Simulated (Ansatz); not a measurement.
**Two structures, one formula**

Two relaxed structures of SiH₃S (charge +1), singlet (PBE0-D4/def2-TZVP; forces vanish, vibrations not checked).

A:

```tsv
atom	x (Å)	y (Å)	z (Å)
Si1	-0.3783	-0.4580	-0.1080
S2	0.6122	1.2470	-0.5767
H3	-0.2044	-1.0986	1.2058
H4	-1.2666	-1.0077	-1.1423
H5	1.2371	1.3172	0.6212
```

B:

Si1  (0.505, 1.444, -0.570)
S2  (-0.024, -0.822, -0.272)
H3  (-0.451, -0.868, 1.008)
H4  (-1.246, -0.913, -0.836)
H5  (1.301, 1.252, 0.707)
(Å)

Program: Ansatz 0.2.0. Basis: def2-TZVPP. Cores are frozen in the correlated methods. B3LYP uses VWN-RPA correlation.

Q: Which structure is lower at CCSD(T), and by how much? (To be estimated.)

A: The calculation gives: A, by 24.53 kcal/mol (electronic energy, against the other). By their contacts, A is SiH₃S ([SiH2][SH]), total charge +1 and B is SiH₃S ([SiH][SH2]), total charge +1.

All methods give the same order:

```tsv
method	E(B) − E(A) (kcal/mol)
PBE-D4	24.12
r2SCAN-D4	28.27
PBE0-D4	25.24
B3LYP-D4	23.95
wB97M-V	23.05
HF	26.14
MP2	28.04
CCSD	23.94
CCSD(T)	24.53
```

The T1 diagnostic stays at or below 0.017. The restricted Hartree–Fock reference is unstable towards an unrestricted one at one or more of these structures.

Labels in which every atom is bracketed show which atoms are joined, not bond orders.

For scale, one of the runs: CCSD(T)/def2-TZVPP, 126 basis functions, launched by `ansatz run in.yaml --threads 2 --pin off --events-out ev --progress --plain --max-ram 4352MiB`. The run took about 3 s on 2 CPU threads of an Arm Neoverse V2 (shared host).
